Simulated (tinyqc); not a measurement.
Worked calculation: RHF in the sto-3g basis, for H2O, spin multiplicity 1. One step of it, computed by the program tinyqc.

Problem. Iteration 2: building the Fock matrix. J_ij = sum D_kl (ij|kl), K_ij = sum D_kl (ik|jl); F = H + J - 0.5 K; E = tr D H + tr D J / 2 - 0.25 tr D K + E_nn.

D after iteration 1, lower triangle:
```
            1O 1s      1O 2s    1O 2px     1O 2py    1O 2pz      2H 1s     3H 1s
1O 1s    2.108498
1O 2s   -0.456599   1.948096
1O 2px   0.000000   0.000000  2.000000
1O 2py   0.000000   0.000000  0.000000   0.978601
1O 2pz   0.086802  -0.446966  0.000000   0.000000  1.420133
2H 1s   -0.031195   0.051080  0.000000   0.522739  0.473968   0.459685
3H 1s   -0.031195   0.051080  0.000000  -0.522739  0.473968  -0.098778  0.459685
```

core Hamiltonian H = T + V (hartree), lower triangle:
```
             1O 1s      1O 2s     1O 2px     1O 2py     1O 2pz      2H 1s      3H 1s
1O 1s   -32.472248
1O 2s    -7.553944  -9.099091
1O 2px    0.000000   0.000000  -7.261087
1O 2py    0.000000   0.000000   0.000000  -7.358905
1O 2pz   -0.009621  -0.119702   0.000000   0.000000  -7.296546
2H 1s    -0.899694  -2.259671   0.000000  -1.484649  -0.917562  -4.103025
3H 1s    -0.899694  -2.259671   0.000000   1.484649  -0.917562  -0.563789  -4.103025
```

Two-electron integrals (ij|kl) in chemists' order, unique and non-zero (hartree):
```
(11|11) 4.785065    (21|11) 0.741380    (21|21) 0.136873    (22|11) 1.118947
(22|21) 0.256633    (22|22) 0.817206    (31|31) 0.024477    (32|31) 0.037809
(32|32) 0.180518    (33|11) 1.115814    (33|21) 0.256684    (33|22) 0.817023
(33|33) 0.880159    (41|41) 0.024477    (42|41) 0.037809    (42|42) 0.180518
(43|43) 0.047444    (44|11) 1.115814    (44|21) 0.256684    (44|22) 0.817023
(44|33) 0.785270    (44|44) 0.880159    (51|51) 0.024477    (52|51) 0.037809
(52|52) 0.180518    (53|53) 0.047444    (54|54) 0.047444    (55|11) 1.115814
(55|21) 0.256684    (55|22) 0.817023    (55|33) 0.785270    (55|44) 0.785270
(55|55) 0.880159    (61|11) 0.088456    (61|21) 0.016212    (61|22) 0.030270
(61|33) 0.030212    (61|41) 0.000620    (61|42) 0.001174    (61|44) 0.030343
(61|51) 0.000373    (61|52) 0.000707    (61|54) 0.000079    (61|55) 0.030260
(61|61) 0.001944    (62|11) 0.243939    (62|21) 0.056777    (62|22) 0.203828
(62|33) 0.200181    (62|41) 0.003634    (62|42) 0.029359    (62|44) 0.208061
(62|51) 0.002188    (62|52) 0.017677    (62|54) 0.004745    (62|55) 0.203037
(62|61) 0.006870    (62|62) 0.066320    (63|31) 0.005578    (63|32) 0.033772
(63|43) 0.005884    (63|53) 0.003543    (63|63) 0.008837    (64|11) 0.161120
(64|21) 0.037948    (64|22) 0.145500    (64|33) 0.139125    (64|41) 0.007680
(64|42) 0.053282    (64|44) 0.156169    (64|51) 0.001266    (64|52) 0.011747
(64|54) 0.006719    (64|55) 0.141038    (64|61) 0.004765    (64|62) 0.057612
(64|64) 0.058344    (65|11) 0.097007    (65|21) 0.022848    (65|22) 0.087603
(65|33) 0.083764    (65|41) 0.001266    (65|42) 0.011747    (65|44) 0.086941
(65|51) 0.006340    (65|52) 0.040844    (65|54) 0.007797    (65|55) 0.092001
(65|61) 0.002869    (65|62) 0.034687    (65|64) 0.029807    (65|65) 0.026783
(66|11) 0.423105    (66|21) 0.100029    (66|22) 0.413988    (66|33) 0.398701
(66|41) 0.007345    (66|42) 0.084147    (66|44) 0.432012    (66|51) 0.004422
(66|52) 0.050663    (66|54) 0.020056    (66|55) 0.410776    (66|61) 0.012166
(66|62) 0.179988    (66|64) 0.178658    (66|65) 0.107566    (66|66) 0.774606
(71|11) 0.088456    (71|21) 0.016212    (71|22) 0.030270    (71|33) 0.030212
(71|41) -0.000620   (71|42) -0.001174   (71|44) 0.030343    (71|51) 0.000373
(71|52) 0.000707    (71|54) -0.000079   (71|55) 0.030260    (71|61) 0.001910
(71|62) 0.006622    (71|64) 0.004258    (71|65) 0.002770    (71|66) 0.011648
(71|71) 0.001944    (72|11) 0.243939    (72|21) 0.056777    (72|22) 0.203828
(72|33) 0.200181    (72|41) -0.003634   (72|42) -0.029359   (72|44) 0.208061
(72|51) 0.002188    (72|52) 0.017677    (72|54) -0.004745   (72|55) 0.203037
(72|61) 0.006622    (72|62) 0.050129    (72|64) 0.030784    (72|65) 0.025366
(72|66) 0.106333    (72|71) 0.006870    (72|72) 0.066320    (73|31) 0.005578
(73|32) 0.033772    (73|43) -0.005884   (73|53) 0.003543    (73|63) 0.006350
(73|73) 0.008837    (74|11) -0.161120   (74|21) -0.037948   (74|22) -0.145500
(74|33) -0.139125   (74|41) 0.007680    (74|42) 0.053282    (74|44) -0.156169
(74|51) -0.001266   (74|52) -0.011747   (74|54) 0.006719    (74|55) -0.141038
(74|61) -0.004258   (74|62) -0.030784   (74|64) -0.013092   (74|65) -0.015325
(74|66) -0.061808   (74|71) -0.004765   (74|72) -0.057612   (74|74) 0.058344
(75|11) 0.097007    (75|21) 0.022848    (75|22) 0.087603    (75|33) 0.083764
(75|41) -0.001266   (75|42) -0.011747   (75|44) 0.086941    (75|51) 0.006340
(75|52) 0.040844    (75|54) -0.007797   (75|55) 0.092001    (75|61) 0.002770
(75|62) 0.025366    (75|64) 0.015325    (75|65) 0.018996    (75|66) 0.058138
(75|71) 0.002869    (75|72) 0.034687    (75|74) -0.029807   (75|75) 0.026783
(76|11) 0.055941    (76|21) 0.013132    (76|22) 0.050972    (76|33) 0.049913
(76|44) 0.051104    (76|51) 0.000811    (76|52) 0.007776    (76|55) 0.051843
(76|61) 0.001567    (76|62) 0.015978    (76|64) 0.012209    (76|65) 0.009447
(76|66) 0.044660    (76|71) 0.001567    (76|72) 0.015978    (76|74) -0.012209
(76|75) 0.009447    (76|76) 0.004889    (77|11) 0.423105    (77|21) 0.100029
(77|22) 0.413988    (77|33) 0.398701    (77|41) -0.007345   (77|42) -0.084147
(77|44) 0.432012    (77|51) 0.004422    (77|52) 0.050663    (77|54) -0.020056
(77|55) 0.410776    (77|61) 0.011648    (77|62) 0.106333    (77|64) 0.061808
(77|65) 0.058138    (77|66) 0.249538    (77|71) 0.012166    (77|72) 0.179988
(77|74) -0.178658   (77|75) 0.107566    (77|76) 0.044660    (77|77) 0.774606
```

nuclear repulsion = 7.10602767 hartree

Give: Coulomb J; exchange K; Fock matrix F; total energy of this density.

Solution.

Coulomb J (hartree), lower triangle:
```
          1O 1s    1O 2s  1O 2px   1O 2py  1O 2pz   2H 1s   3H 1s
1O 1s   17.4378
1O 2s    3.2889   8.1895
1O 2px   0.0000   0.0000  8.1974
1O 2py   0.0000   0.0000  0.0000   8.1742
1O 2pz  -0.0106  -0.0042  0.0000   0.0000  8.1733
2H 1s    0.3897   2.0253  0.0000   1.4437  0.8729  4.2645
3H 1s    0.3897   2.0253  0.0000  -1.4437  0.8729  0.5085  4.2645
```

exchange K (hartree), lower triangle:
```
         1O 1s    1O 2s  1O 2px   1O 2py  1O 2pz   2H 1s   3H 1s
1O 1s   9.7823
1O 2s   1.6615   2.6208
1O 2px  0.0000   0.0000  2.2750
1O 2py  0.0000   0.0000  0.0000   1.7978
1O 2pz  0.0019  -0.1358  0.0000   0.0000  1.9792
2H 1s   0.2089   0.7421  0.0000   0.5644  0.3842  0.8629
3H 1s   0.2089   0.7421  0.0000  -0.5644  0.3842  0.1401  0.8629
```

Fock matrix F (hartree), lower triangle:
```
           1O 1s    1O 2s   1O 2px   1O 2py   1O 2pz    2H 1s    3H 1s
1O 1s   -19.9256
1O 2s    -5.0958  -2.2200
1O 2px    0.0000   0.0000  -0.2011
1O 2py    0.0000   0.0000   0.0000  -0.0836
1O 2pz   -0.0211  -0.0560   0.0000   0.0000  -0.1128
2H 1s    -0.6144  -0.6054   0.0000  -0.3232  -0.2368  -0.2700
3H 1s    -0.6144  -0.6054   0.0000   0.3232  -0.2368  -0.1253  -0.2700
```

total energy of this density = -74.797585 hartree
